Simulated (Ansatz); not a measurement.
Born–Oppenheimer molecular dynamics of CH4BS (7 atoms, charge 0, multiplicity 2). It starts from a relaxed structure.

Level of theory: UKS PBE0/def2-SVP (Ansatz).

| Quantity | Value |
| --- | --- |
| ensemble | NVT, Nosé–Hoover chain |
| time step | 0.5 fs |
| steps asked | 150 |
| set temperature | 3000 K |
| thermostat | time constant 100 fs, chain length 3 (defaults) |
| seed | 152197 |

First frame:

```xyz
7
Properties=species:S:1:pos:R:3
C -0.633 0.373 -0.092
B 0.719 -0.421 0.034
S 1.481 -0.914 1.520
H -1.336 -0.217 -0.705
H -0.448 1.304 -0.654
H -1.117 0.623 0.862
H 1.334 -0.747 -0.966
```

Problem. How far do the bonds stretch over the last three quarters of this one trajectory? (Pairs bonded in most of those frames.)

Solution. 
```json
{"bond": "C1–B2", "mean (Å)": "1.593", "spread (Å)": "0.059", "shortest": "1.50", "longest": "1.71"}
{"bond": "C1–H4", "mean (Å)": "1.118", "spread (Å)": "0.040", "shortest": "1.04", "longest": "1.19"}
{"bond": "C1–H5", "mean (Å)": "1.112", "spread (Å)": "0.022", "shortest": "1.08", "longest": "1.16"}
{"bond": "C1–H6", "mean (Å)": "1.132", "spread (Å)": "0.055", "shortest": "1.03", "longest": "1.23"}
{"bond": "B2–S3", "mean (Å)": "1.748", "spread (Å)": "0.054", "shortest": "1.65", "longest": "1.84"}
{"bond": "B2–H7", "mean (Å)": "1.260", "spread (Å)": "0.040", "shortest": "1.18", "longest": "1.31"}
```

Mean temperature of the second half: 1608 K. The conserved energy stayed within 0.89 meV per atom of its start (net change 0.49 meV per atom), so the integration is sound. The mean temperature of the second half is 46 % below the set value. A run of 0.075 ps of so small a system gives no equilibrium averages.

The run took 7.5 min on 1 thread of Arm Neoverse V1, with other jobs on the host, peak memory 0.15 GiB.
